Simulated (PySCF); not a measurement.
**Two probes of the same atoms: core binding energy and nuclear shielding**

C4H3P.
Cartesian coordinates in Å at the GFN2-xTB level; atoms count from 1:
```
atom  x, y, z in Å
C1     1.8541    0.7091    0.4362
C2     0.8568    0.0489    0.4387
C3    -0.3879   -0.7019    0.4337
C4    -1.5098    0.1922    0.2310
P5    -2.6908    1.1736    0.0110
H6     2.7428    1.2659    0.4379
H7    -0.4984   -1.2282    1.3905
H8    -0.3577   -1.4502   -0.3687
```

Binding energies: delta-SCF UKS SCAN, pcX-2 on the ionised atom, pcseg-1 elsewhere, spin-free X2C in PySCF 2.14.0. Shieldings: GIAO PBE0/pcSseg-1, non-relativistic, same geometry.

```
atom  isotropic shielding (ppm)
  C1                      109.1
  C2                      104.9
  C3                      165.1
```

Problem. What are the C 1s binding energies of these atoms?

Solution. 
```json
{"atom": "C1", "environment": "terminal alkyne carbon", "C 1s (eV)": "290.34", "isotropic shielding (ppm)": "109.1"}
{"atom": "C2", "environment": "alkyne carbon", "C 1s (eV)": "290.89", "isotropic shielding (ppm)": "104.9"}
{"atom": "C3", "environment": "propargylic carbon", "C 1s (eV)": "292.42", "isotropic shielding (ppm)": "165.1"}
```

Problem. Among the listed atoms, is the one with the highest binding energy also the least shielded?

Solution. No. The highest binding energy is at C3 (292.42 eV, shielding 165.1 ppm), the lowest shielding at C2 (104.9 ppm, 290.89 eV).

By binding energy: C1 < C2 < C3. By shielding: C2 < C1 < C3.

Spin contamination (⟨S²⟩ against 0.75 for a pure doublet) is marked for C 1s of C2 (0.86), which makes this value less certain. Isolated species at its GFN2-xTB geometry, gas phase.
